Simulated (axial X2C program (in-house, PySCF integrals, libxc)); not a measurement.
Correcting the dissociation energy of AlCl⁺ for spin–orbit coupling

A spin-free CCSD(T) curve (one-electron X2C) was computed with an axial X2C code built on PySCF integrals, basis Cl dyall-av3z [9s8p3d2f], Al dyall-v3z [8s8p2d1f] (cores contracted in-house), for the state M_S = 1/2, Λ = 0 (beyond evenly filled blocks: σα). It gives D0 = 1.747 eV to Cl + Al+, which in a spin-free picture are the weighted means of the ground terms.

Correlated methods: 9 electrons correlated (number of frozen shells: Cl 2 s, 1 p; Al 2 s, 1 p), 169 virtual spin orbitals or spinors in MP2, 89 natural virtuals in coupled cluster.

Measured levels of the ground terms (NIST Handbook of Basic Atomic Spectroscopic Data), in cm⁻¹: Cl 2P: J = 3/2 at 0, J = 1/2 at 882.4; Al+ 1S: J = 0 at 0.

The molecular state has Λ = 0, so it has no first-order lowering.

Task: How far does each ground level lie under the (2J+1)-weighted mean of its term?

Result: Cl: (4 × 0 + 2 × 882.4)/6 = 294 cm⁻¹; Al+: a single level, 0.

Task: Correct D0.

Result: D0 = 1.747 + (0 − 294)/8065.5 = 1.711 eV at CCSD(T) with these spin–orbit terms. The direct two-component run gives 1.712 eV; the difference holds second-order terms in the molecule, scalar two-electron terms, the gap between measured and computed atomic splittings (a 2c atom can miss part of its lowering) and, in coupled cluster, the truncation of each run.

Second-order spin–orbit effects in the molecule, which grow quickly with Z, are left out. Occupations by symmetry block were frozen at the best pattern of an incomplete PBE0 search. Dissociation energies refer to the lowest single-determinant-based atoms at the same level and basis. Coupled cluster ran in a truncated set of natural virtual spinors; the MP2 energy of the rest was added. (T) has no such correction and the atoms are truncated less, which lowers De at CCSD(T) by a hundredth of an eV or more.
